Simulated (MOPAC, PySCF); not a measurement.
Dissociation curve of SMILES P. The P1–H4 bond (P1 also carries H, H; H4 carries nothing else) is pulled apart rigidly from the PBE0/def2-TZVP optimised geometry.

Levels: PM6, restricted, heats of formation (MOPAC); UMP2/6-31G* = unrestricted MP2 (frozen core)/6-31G*, spherical d in PySCF; UHF/LANL2DZ = unrestricted Hartree-Fock/LANL2DZ, with its core potentials past Ne (PySCF 2.14.0); UCCSD(T) = PySCF 2.14.0 with CCSD(T) on UHF/cc-pVDZ, 5 core orbitals frozen.

Energies relative to the lowest point of each curve near equilibrium, in kcal/mol; the last columns give the difference from UCCSD(T):

```tsv
R / Å	PM6	UMP2/6-31G*	UHF/LANL2DZ	UCCSD(T)	PM6 − UCCSD(T)	UMP2/6-31G* − UCCSD(T)	UHF/LANL2DZ − UCCSD(T)
1.06	79.9	62.4	62.8	63.6	16.2	-1.2	-0.8
1.12	53.8	38.4	39.2	40.0	13.8	-1.6	-0.7
1.20	28.7	17.6	18.6	19.1	9.6	-1.5	-0.6
1.29	11.1	5.1	5.8	6.1	5.0	-1.0	-0.3
1.32	7.2	2.8	3.3	3.6	3.7	-0.8	-0.2
1.39	1.7	0.2	0.3	0.4	1.3	-0.2	-0.1
1.42	0.5	0.0	0.0	0.0	0.5	0.0	0.0
1.47	0.0	0.7	0.4	0.3	-0.3	0.4	0.1
1.50	0.4	1.6	1.2	1.0	-0.6	0.6	0.2
1.55	2.2	3.8	3.1	2.8	-0.6	1.0	0.3
1.66	9.5	10.6	9.5	8.9	0.7	1.7	0.6
1.76	19.1	18.2	17.0	15.8	3.3	2.4	1.1
1.93	38.2	33.5	31.2	28.7	9.5	4.7	2.4
2.15	64.0	55.1	43.1	45.1	18.9	10.0	-2.0
2.37	88.1	64.8	49.1	58.8	29.2	6.0	-9.7
2.57	107.2	69.0	52.0	68.4	38.8	0.6	-16.5
2.85	128.5	71.8	53.9	76.5	52.0	-4.7	-22.6
3.10	142.2	72.9	54.7	79.5	62.7	-6.6	-24.8
3.49	156.7	73.6	55.2	80.9	75.8	-7.3	-25.7
3.83	165.0	73.8	55.3	81.3	83.7	-7.5	-25.9
4.28	172.1	73.9	55.4	81.4	90.7	-7.5	-26.0
4.94	178.6	73.9	55.5	81.5	97.1	-7.5	-26.0
```

PM6 is furthest from UCCSD(T) at 4.94 (97.1 kcal/mol, above); its mean absolute difference over the points is 27.9 kcal/mol.

UMP2/6-31G* is furthest from UCCSD(T) at 2.15 (10.0 kcal/mol, above); its mean absolute difference over the points is 3.4 kcal/mol.

UHF/LANL2DZ is furthest from UCCSD(T) at 4.94 (-26.0 kcal/mol, below); its mean absolute difference over the points is 8.5 kcal/mol.

The restricted form behind PM6 keeps the bonding electrons paired and can't separate into open-shell fragments. The unrestricted determinant behind UMP2/6-31G*, UHF/LANL2DZ, UCCSD(T) is spin-contaminated at 1.93 to 4.94 Å (<S²> up to 1.0, against 0.00 for a pure singlet).
